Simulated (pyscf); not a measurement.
**Four-centre exchange: `[O]=[Mo](=[O])([F])[F]` + `[ClH]` → `[O]=[Mo](=[O])([F])[Cl]` + `[FH]`**

Gas phase, singlet surface, charge 0. Bonds broken: Mo2–F4, Cl6–H7. Bonds formed: Mo2–Cl6, F4–H7. PySCF, gas phase, ωB97X-D3(BJ)/def2-SVP geometries.

Transition state (Å):

```xyz
7

O      1.4497    -0.1811     0.4948
Mo     0.0338     0.1255    -0.2981
O     -0.3524     1.7004     0.0160
F     -1.3269    -1.3236    -0.8120
F      0.4918     0.1129    -2.0788
Cl    -1.3869    -0.7254     1.6838
H     -1.6837    -1.3518     0.4021
```

One imaginary mode, 579i cm⁻¹; descent along it reached the two sides named, in the forms told below.

```json
[
 {"bond": "Mo2–F4", "change": "breaks", "reactant side (Å)": "1.866", "saddle": "2.053", "product side": "2.471"},
 {"bond": "Cl6–H7", "change": "breaks", "reactant side (Å)": "1.287", "saddle": "1.457", "product side": "2.241"},
 {"bond": "Mo2–Cl6", "change": "forms", "reactant side (Å)": "3.0", "saddle": "2.583", "product side": "2.329"},
 {"bond": "F4–H7", "change": "forms", "reactant side (Å)": "2.374", "saddle": "1.266", "product side": "0.941"}
]
```

Electronic energies relative to the separated reactants (kcal/mol):

```json
[
 {"level": "ωB97X-D3(BJ)/def2-TZVP", "barrier": "6.7", "reaction energy": "-3.2", "reverse barrier": "9.9"},
 {"level": "PBE/def2-TZVP", "barrier": "7.6", "reaction energy": "+0.2", "reverse barrier": "7.4"},
 {"level": "r²SCAN/def2-TZVP", "barrier": "6.8", "reaction energy": "+0.1", "reverse barrier": "6.7"},
 {"level": "B3LYP-D3(BJ)/def2-TZVP", "barrier": "9.0", "reaction energy": "-1.0", "reverse barrier": "10.0"},
 {"level": "PBE0-D3(BJ)/def2-TZVP", "barrier": "7.7", "reaction energy": "-2.0", "reverse barrier": "9.7"},
 {"level": "M06-2X/def2-TZVP", "barrier": "7.9", "reaction energy": "-3.1", "reverse barrier": "11.1"},
 {"level": "ωB97M-D3(BJ)/def2-TZVP", "barrier": "10.5", "reaction energy": "+0.1", "reverse barrier": "10.3"}
]
```

With ωB97M-D3(BJ)/def2-TZVP energies and thermal terms (ideal gas, 1 atm, RRHO with modes under 100 cm⁻¹ raised to 100, one conformer, R ln 2 for chiral ones without a mode under 150 cm⁻¹), in kcal/mol:

```json
[
 {"T (K)": "298", "ΔH‡": "9.6", "ΔG‡": "19.9", "ΔH": "+1.3", "ΔG": "+1.0"},
 {"T (K)": "600", "ΔH‡": "9.5", "ΔG‡": "30.5", "ΔH": "+1.5", "ΔG": "+0.7"},
 {"T (K)": "900", "ΔH‡": "9.9", "ΔG‡": "40.9", "ΔH": "+1.5", "ΔG": "+0.2"},
 {"T (K)": "1200", "ΔH‡": "10.4", "ΔG‡": "51.2", "ΔH": "+1.4", "ΔG": "-0.2"}
]
```

On the product side the descent ends in an adduct with a F–Mo contact (not fully relaxed), 3.8 kcal/mol under the separated species and 13.7 kcal/mol under the saddle at ωB97X-D3(BJ)/def2-TZVP. What is counted as broken (F–Mo) persists as a longer contact in the product adduct; parting that adduct is a step of its own. One saddle was located; it need not be the lowest between these sides. Elements past Kr carry the def2 core potentials, without spin-orbit coupling.
